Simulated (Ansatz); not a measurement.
Relaxation of CH$_{2}$LiO (5 atoms, charge 0, multiplicity 2), to a largest force component of 0.02 eV/Å in at most 50 steps.

Theory: Ansatz 0.2.0, UKS PBE0-D4/def2-SVP.

```xyz
5
Properties=species:S:1:pos:R:3:forces:R:3
Li -2.242 0.136 -0.152 0.25 0.00 -0.20
O -0.637 0.062 -0.307 -0.55 0.01 0.31
C 0.637 -0.033 -0.020 -0.42 0.08 -0.38
H 1.067 -1.010 0.161 0.35 -0.61 0.09
H 1.174 0.845 0.319 0.38 0.51 0.18
```

**Question.** Where does it end, and by what steps?

**Answer.** The run converged. After 7 steps the energy has fallen by 0.071 eV; O2 moved furthest, 0.23 Å.

```
step  energy less start (eV)  largest force component (eV/Å)  accepted
   0                  0.0000                           0.608       yes
   1                 -0.0283                           0.328       yes
   2                 -0.0455                           0.476       yes
   3                  0.0111                           1.279        no
   4                 -0.0606                           0.415       yes
   5                 -0.0707                           0.224       yes
   6                 -0.0711                           0.122       yes
   7                 -0.0713                           0.004       yes
```

```xyz
5
Properties=species:S:1:pos:R:3
Li -2.254 0.152 -0.313
O -0.682 0.045 -0.080
C 0.600 -0.048 0.174
H 1.116 -1.012 0.029
H 1.220 0.864 0.189
```

Time of the run: 20 s on 1 CPU thread of a shared host.
